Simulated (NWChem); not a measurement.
## Basis-set convergence for hydrogen cyanide (CHN)

```xyz
3

C      0.0000     0.0000    -0.4998
N      0.0000     0.0000     0.6540
H      0.0000     0.0000    -1.5793
```
Charge 0, spin multiplicity 1.

The numbers come from NWChem runs, not from measurements. All single points use one geometry, from PBE0/def2-SVP, a minimum by its harmonic frequencies.

Quantity: vertical ionisation energy at the level ΔPBE (Δ: difference of total energies, the cation a doublet at the parent's geometry with its hole in an orbital of symmetry a1 (C2v labels); it is the state that the SCF runs reached, from PBE0 orbitals for Hartree-Fock references, and need not be the lowest).

The Pople sets run with spherical d functions. The stability of the SCF solutions was not checked.

Question: In cc-pVQZ the value is 13.93 eV. Among STO-3G, 6-311G**, def2-TZVP, pcseg-2, def2-TZVPP, aug-cc-pVTZ, which is the smallest basis within 0.05 eV of it?

Answer: 6-311G**, with 42 functions against 140 (also within reach: def2-TZVP, pcseg-2, def2-TZVPP, aug-cc-pVTZ). cc-pVQZ isn't the basis-set limit itself, and a small set can land close by cancellation.

```json
[
 {"basis": "STO-3G", "functions": "11", "vertical ionisation energy (eV)": "12.95"},
 {"basis": "6-311G**", "functions": "42", "vertical ionisation energy (eV)": "13.90"},
 {"basis": "def2-TZVP", "functions": "68", "vertical ionisation energy (eV)": "13.92"},
 {"basis": "pcseg-2", "functions": "74", "vertical ionisation energy (eV)": "13.93"},
 {"basis": "def2-TZVPP", "functions": "76", "vertical ionisation energy (eV)": "13.92"},
 {"basis": "aug-cc-pVTZ", "functions": "115", "vertical ionisation energy (eV)": "13.93"},
 {"basis": "cc-pVQZ", "functions": "140", "vertical ionisation energy (eV)": "13.93"}
]
```
